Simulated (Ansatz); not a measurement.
`C[S][MgH]` → `[CH2]` (triplet) + `[MgH][SH]` at 600 K and 1 bar (formal loss of a carbene).

Program: Ansatz. Geometries: PBE0-D4/def2-TZVP. ΔE: electronic, gas phase. CBS: MP2 limit from def2 TZ/QZ plus the TZ coupled-cluster correction, frozen cores. This one scheme is used for every species. Triplets are unrestricted, without spin–orbit coupling. For Mg outer-core shells are correlated without core-valence functions, which leaves a few kJ/mol of doubt a bond.

```json
{"species": "`C[S][MgH]`", "CCSD(T)/CBS energy (Eh)": "-638.14397", "H − E (kJ/mol)": "159.7", "S (J/(mol·K))": "377.0"}
{"species": "`[CH2]` (triplet)", "CCSD(T)/CBS energy (Eh)": "-39.09499", "H − E (kJ/mol)": "66.5", "S (J/(mol·K))": "220.8"}
{"species": "`[MgH][SH]`", "CCSD(T)/CBS energy (Eh)": "-598.89578", "H − E (kJ/mol)": "67.9", "S (J/(mol·K))": "309.0"}
```

H − E and S are ideal-gas, rigid-rotor, harmonic terms from PBE0-D4/def2-TZVP, with the whole ground term of open shells counted as degenerate. 1 Eh = 2625.50 kJ/mol, R = 8.31446 J/(mol·K).

**Question.** By hand: ΔE, ΔH, ΔS and ΔG.

**Answer.** ΔE = (-39.09499) + (-598.89578) − (-638.14397) = 0.15320 Eh = 402.2 kJ/mol. Δ(H − E) = 66.5 + 67.9 − 159.7 = -25.3, so ΔH = 376.9 kJ/mol. ΔS = 220.8 + 309.0 − 377.0 = 152.8 J/(mol·K). ΔG = 376.9 − 600 × (152.8)/1000 = 285.2 kJ/mol.

**Question.** By hand: the equilibrium constant, and the temperature at which ΔG would vanish if ΔH and ΔS stayed fixed.

**Answer.** log₁₀ K = −ΔG/(RT ln 10) = -24.8. ΔG = 0 at ΔH/ΔS = 2467 K.

The number of gas molecules changes by +1, which sets the sign of ΔS. A doubt of 5 kJ/mol in ΔE shifts log₁₀ K by 0.4 here. A triplet takes part, so the spin changes. These are equilibria of isolated gas molecules and say nothing of rates. Largest T1 diagnostic: 0.011 (customary marks: 0.02 for closed shells, 0.045 for open ones).
